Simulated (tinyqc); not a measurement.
Ways to converge the cycle: SCF convergence aids in the sto-3g basis, for H2O+, spin multiplicity 2. Computed by the program tinyqc with PySCF. Command: `OMP_NUM_THREADS=1 python tinyqc.py 114605 114606 out.jsonl`; one thread of a shared host (Intel(R) Xeon(R) Processor @ 2.60GHz), about 1 s.

Geometry (angstrom):
```
atom,x,y,z
O,0.0000,0.0000,0.0000
H,0.0000,0.6550,0.6030
H,0.0000,-0.6550,0.6030
```

lowest solution found by these runs and by PySCF with stability checks = -74.606716 hartree

UHF with one setting changed at a time; a run stops when the energy changes by less than 1e-09 hartree and the error matrix is below 1e-5. The start is the Wolfsberg-Helmholz matrix. Damping d keeps d of the old density; a shift (hartree) raises the virtual levels; DIIS n extrapolates F over n matrices.

Largest element of the error matrix X^T (FDS - SDF) X:
```
iteration,plain,damping 0.3,damping 0.6,shift 0.4,DIIS 3,DIIS 8
1,2.1e-01,2.1e-01,2.1e-01,2.1e-01,2.1e-01,2.1e-01
2,5.4e-02,1.0e-01,1.5e-01,8.4e-02,5.4e-02,5.4e-02
3,1.5e-02,4.9e-02,1.1e-01,3.3e-02,8.6e-03,8.6e-03
4,4.1e-03,2.4e-02,7.4e-02,1.3e-02,2.4e-03,2.4e-03
5,1.5e-03,1.2e-02,5.2e-02,6.3e-03,8.0e-04,7.5e-04
6,8.0e-04,5.8e-03,3.7e-02,3.1e-03,2.4e-04,2.2e-04
8,2.5e-04,1.5e-03,1.8e-02,9.1e-04,3.1e-06,1.4e-06
10,7.9e-05,5.1e-04,9.2e-03,3.4e-04,-,-
14,9.2e-06,1.2e-04,2.4e-03,5.8e-05,-,-
20,-,1.4e-05,3.6e-04,-,-,-
30,-,-,5.3e-05,-,-,-
```

How each run ends:
```
run,iterations,E (hartree),state
plain,15,-74.60672,lowest found
damping 0.3,22,-74.60672,lowest found
damping 0.6,41,-74.60672,lowest found
shift 0.4,19,-74.60672,lowest found
DIIS 3,9,-74.60672,lowest found
DIIS 8,8,-74.60672,lowest found
```

6 of 6 runs reach the lowest solution found, in 8 to 41 iterations (fastest: DIIS 8). Plain steps already contract here, so damping only slows them. DIIS 3 and DIIS 8 gain by cancelling the error over several earlier matrices, much as a quasi-Newton step does.
